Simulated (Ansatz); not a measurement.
Cost and result up the ladder for BMe2H (C₂H₇B) (10 atoms). Charge 0, multiplicity 1. Geometry: PBE-D4/def2-TZVP.

```xyz
10

B     0.510   -0.014    0.250
C     0.128    1.260   -0.568
C    -0.429   -1.251    0.416
H    -0.153    2.023    0.187
H    -0.737    1.147   -1.238
H     0.970    1.707   -1.116
H    -0.015   -2.035   -0.251
H    -1.474   -1.094    0.112
H    -0.395   -1.698    1.421
H     1.595   -0.045    0.788
```

Ansatz on 2 threads of Arm Neoverse V1 on a shared host. Times are rough, and most runs start from the orbitals of an earlier one. ωB97M-V/def2-TZVP serves as the yardstick here, not as an exact answer. Differences are given only for rows in sets of like size (and for xTB, whose basis is part of the method), since another set adds its own error. Binding counts from free atoms at the same level (B doublet, C triplet, H doublet; other spins of the atoms weren't run), without zero-point energy or a counterpoise term.

HSE06 is defined as in plane-wave codes, on full-range PBE exchange. Correlated methods freeze 3 core orbitals.

Correlated methods converge slowly with the basis.

```
                         level  functions  binding energy per atom (eV)  difference from ωB97M-V/def2-TZVP (eV)
PBE-D4/def2-TZVP (with forces)        135                          3.93                                    0.03
             PBE0-D4/def2-TZVP        135                          3.90                                    0.01
                 MP2/def2-TZVP        135                          3.77                                   -0.13
             ωB97M-V/def2-TZVP        135                          3.89                                    0.00
           r2SCAN-D4/def2-TZVP        135                          3.90                                    0.01
            HSE06-D4/def2-TZVP        135                          3.90                                    0.01
               PBE-D4/def2-SVP         77                          3.95                                       –
              PBE0-D4/def2-SVP         77                          3.93                                       –
                     HF/STO-3G         22                          3.94                                       –
                  HF/def2-TZVP        135                          3.04                                   -0.86
            CCSD(T)/def2-TZVPP        191                          3.80                                   -0.09
```

Problem. Estimate how long each takes.

Solution. HF/STO-3G 0.1 s; HF/def2-TZVP 0.45 s; PBE-D4/def2-SVP 0.75 s; PBE0-D4/def2-SVP 0.75 s; MP2/def2-TZVP 0.75 s; PBE0-D4/def2-TZVP 1.4 s; PBE-D4/def2-TZVP (with forces) 1.4 s; HSE06-D4/def2-TZVP 1.6 s; r2SCAN-D4/def2-TZVP 2.1 s; ωB97M-V/def2-TZVP 4.8 s; CCSD(T)/def2-TZVPP 30 s. On shared hardware such times vary by a factor of up to 3.
